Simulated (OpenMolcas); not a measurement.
# NO2 (nitrogen dioxide): a chain of runs, part 2 of 2

OpenMolcas 26.06. The steps go on from the part before.

### Step 5. The energy at SC-NEVPT2(5,5)/STO-3G (run 4)

The input, step4.inp:

```
&gateway
baslib
$CurrDir
coord
3
bohr
O      0.09292350    -3.08482105    -0.27394604
N     -0.80513104    -1.05699374    -0.55080981
O      0.10523885     2.06225812     0.27452051
basis
STO-3G
group
NoSym
&seward
&rasscf
fileorb
$CurrDir/step2.RasOrb
spin
2
nactel
5 0 0
inactive
9
ras2
5
orblisting
Nothing
&caspt2
sc-nevpt2
frozen
3
```

The basis set STO-3G is read from a file made from the Basis Set Exchange's data (not shown).

Started as:

```sh
$ export MOLCAS_MEM=1860
$ pymolcas step4.inp > step4.log
```

Output, shortened:

```text
--- Start Module: gateway ---
[...]
--- Stop Module: gateway /rc=_RC_ALL_IS_WELL_ ---
[...]
      Basis functions           15
[...]
--- Start Module: rasscf ---
[...]
      Number of active orbitals                  5
[...]
      Spin quantum number                      0.5
[...]
      Active orbitals                            5
[...]
      Number of CSFs                            75
[...]
      Number of root(s) required                 1
[...]
      Convergence after  4 iterations
[...]
      printout of CI-coefficients larger than  0.05 for root  1
      energy=    -201.380877
      conf/sym  11111     Coeff  Weight
             1  22u00  -0.87105 0.75873
             6  2udu0   0.18684 0.03491
            16  2uud0   0.10796 0.01165
            30  20u20  -0.35245 0.12422
            41  02u02  -0.23350 0.05452
            63  0udu2   0.05040 0.00254
[...]
      Natural orbitals and occupation numbers for root  1
      sym 1:   1.864162   1.679005   1.000815   0.320141   0.135876
      ************************************************************************************************************************
      *                                                    Final results                                                     *
[...]
::    RASSCF root number  1 Total energy:   -201.38087739
[...]
      Total electronic charge=   23.000000
      Total            charge=   -0.000000
[...]
      Dipole Moment (debye):
      Origin of the operator (angstrom)=   -0.0932   -0.3585   -0.0886
                   X=  4.0100E-01               Y= -3.1370E-01               Z=  1.8591E-01           Total=  5.4201E-01
      Quadrupole Moment (debye*angstrom):
[...]
--- Stop Module: rasscf /rc=_RC_ALL_IS_WELL_ ---
--- Start Module: caspt2 ---
[...]
 ###    WARNING: User changed nr of frozen orbitals.                         ###
 ###############################################################################
[...]
      E2 (Variational):          -0.0653070362
[...]
      E2 (Variational):          -0.0647941562
      Total energy:            -201.4456715466
[...]
      Reference weight:           0.97192
[...]
::    SC-NEVPT2 Root  1     Total energy:   -201.44567155
[...]
--- Stop Module: caspt2 /rc=_RC_ALL_IS_WELL_ ---
[...]
```

Wall time 1.6 s (1 thread of Arm Neoverse V2, shared host); peak memory 0.37 GiB.

### Step 6. What came out

This closing draws on all 2 parts.

| quantity | value |
| --- | --- |
| run 1, UHF/STO-3G: total energy | -201.27402 Eh |
| run 1, UHF/STO-3G: dipole moment | 0.49 D |
| run 1, UHF/STO-3G: HOMO energy (highest over α and β) | -9.16 eV |
| run 1, UHF/STO-3G: LUMO energy (lowest over α and β) | 6.69 eV |
| run 1, UHF/STO-3G: ⟨S²⟩ | 1.814 |
| run 2, CASSCF(5,5)/STO-3G: total energy | -201.38088 Eh |
| run 2, CASSCF(5,5)/STO-3G: dipole moment (CASSCF density) | 0.54 D |
| run 4, SC-NEVPT2(5,5)/STO-3G: total energy | -201.44567 Eh |
| run 4, SC-NEVPT2(5,5)/STO-3G: dipole moment (CASSCF density) | 0.54 D |
| run 3, CASPT2(5,5)/STO-3G | no result (crashed) |

⟨S²⟩ (run 1, UHF/STO-3G) is 1.81 where a pure doublet has 0.75: the reference is spin-contaminated. The run (run 1, UHF/STO-3G) may have ended on a state above the lowest. Mulliken charges (run 1, UHF/STO-3G) run from -0.04 on O1 to +0.07 on N2. 1 of the 4 runs did not end normally.
